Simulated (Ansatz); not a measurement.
Reaction: ClF (SMILES FCl) → F (doublet) + Cl (doublet) (the Cl-F bond breaks)
Each species at its own B3LYP-D3(BJ)/def2-TZVP minimum (Ansatz, a program for electronic structure).

Quantity: bond dissociation energy (electronic), in kJ/mol. UHF or UKS for unpaired electrons; spin-orbit terms are left out. CBS(X,Y): correlation extrapolated as X^-3, Hartree-Fock from the larger set (Q,5: extrapolated as (X+1)exp(-9√X)). A bracket is a step between two methods taken in the basis named. Functionals run without relativity, which enters their misses. '+ core + X2C': CCSD(T) terms for core correlation (cc-pwCVTZ, 1s frozen past Ne) and scalar relativity (cc-pVTZ-DK).

CCSD(T)/CBS(cc-pV(Q+d)Z,cc-pV(5+d)Z) + [CCSDT(Q) - CCSD(T)]/cc-pV(Q+d)Z + [CCSDTQ - CCSDT(Q)]/cc-pV(D+d)Z + core + X2C (Ansatz) gives 262.9 kJ/mol.

Problem. How far off this value is PBE/def2-TZVPD (Ansatz), in which direction, and which of these levels come nearer: r2SCAN/def2-TZVPD, B3LYP/def2-TZVPD, PBE0/def2-TZVPD, wB97M-V/def2-TZVPD, CCSD(T)/CBS(cc-pV(Q+d)Z,cc-pV(5+d)Z) + core + X2C?

Solution. PBE gives 300.7 kJ/mol, 37.8 kJ/mol above it. Differences of the others: r2SCAN/def2-TZVPD (Ansatz) -3.8; B3LYP/def2-TZVPD (Ansatz) -10.7; PBE0/def2-TZVPD (Ansatz) -9.6; wB97M-V/def2-TZVPD (Ansatz) 1.4; CCSD(T)/CBS(cc-pV(Q+d)Z,cc-pV(5+d)Z) + core + X2C (Ansatz) -0.9 kJ/mol. Nearer than PBE: r2SCAN/def2-TZVPD, B3LYP/def2-TZVPD, PBE0/def2-TZVPD, wB97M-V/def2-TZVPD, CCSD(T)/CBS(cc-pV(Q+d)Z,cc-pV(5+d)Z) + core + X2C.
